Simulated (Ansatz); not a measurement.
Basis-set extrapolation for C2H3F3S (`FC(F)(F)CS`) (PBE0-D4/def2-TZVP geometry, frozen core, Ansatz 0.2.0). Multiplicity 1, RHF reference.

```json
{"": "HF", "def2-TZVPP": "-773.517192", "def2-QZVPP": "-773.544724"}
{"": "MP2 correlation", "def2-TZVPP": "-1.247621", "def2-QZVPP": "-1.357771"}
{"": "CCSD(T) correlation", "def2-TZVPP": "-1.323203", "def2-QZVPP": "not run"}
```

Energies in hartree. Use E(X) = E(∞) + A·exp(−7.88·√X) for Hartree–Fock and E(X) = E(∞) + B·X^(−2.97) for correlation, with X = 3 and 4, and add CCSD(T) minus MP2 of the smaller set to the MP2 limit.

Task: What is the CCSD(T) energy at the basis-set limit?

Result: HF limit: -773.544724 + (-0.027532) × 0.13774 = -773.54852. MP2 limit: -1.357771 + (-0.110150) × 0.74074 = -1.43936. Higher-order term: -1.323203 − (-1.247621) = -0.07558. Total: -775.06346 hartree, 6.07 eV below CCSD(T)/def2-TZVPP.
